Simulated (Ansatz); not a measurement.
`C=CCS`, 10 atoms. Charge 0, multiplicity 1. All runs use 2 threads of a server CPU on a shared host. Correlated methods freeze the cores.

Problem. Give the basis size and wall time and peak host memory of each of these runs in Ansatz. RKS ωB97M-V/def2-QZVPP energy; RKS PBE0-D4/def2-SVP energy; RKS ωB97M-V/def2-SVP energy; RHF-CCSD(T)/def2-SVP energy; RKS revPBE-D4/def2-TZVPP energy; RKS PBE0-D4/def2-QZVPP energy; RKS PBE0-D4/def2-TZVP relaxation (10 steps); RKS HSE06-D4/def2-TZVPP energy; RKS PBE0-D4/def2-TZVP frequencies; RHF-CCSD(T)/def2-TZVPP energy; direct RPA on PBE orbitals/def2-TZVPP energy; RKS BLYP-D4/def2-TZVPP energy. (An estimate is asked.)

Solution. Ansatz gave: Other jobs shared the machine, so times are rough.

| level | job | functions | wall time | peak host memory (GiB) |
| --- | --- | --- | --- | --- |
| RKS PBE0-D4/def2-SVP | energy | 90 | 0.65 s | 0.17 |
| RKS BLYP-D4/def2-TZVPP | energy | 219 | 1.4 s | 0.26 |
| RKS revPBE-D4/def2-TZVPP | energy | 219 | 1.4 s | 0.26 |
| RKS HSE06-D4/def2-TZVPP | energy | 219 | 2.1 s | 0.47 |
| RHF-CCSD(T)/def2-SVP | energy | 90 | 2.2 s | 0.32 |
| RKS ωB97M-V/def2-SVP | energy | 90 | 2.2 s | 0.25 |
| direct RPA on PBE orbitals/def2-TZVPP | energy | 219 | 3.3 s | 0.46 |
| RKS PBE0-D4/def2-QZVPP | energy | 421 | 5.5 s | 1.2 |
| RKS ωB97M-V/def2-QZVPP | energy | 421 | 12 s | 1.4 |
| RKS PBE0-D4/def2-TZVP | relaxation (10 steps) | 166 | 21 s | 0.39 |
| RHF-CCSD(T)/def2-TZVPP | energy | 219 | 33 s | 3.6 |
| RKS PBE0-D4/def2-TZVP | frequencies | 166 | 87 s | 0.41 |

HSE06 is defined as in plane-wave codes.
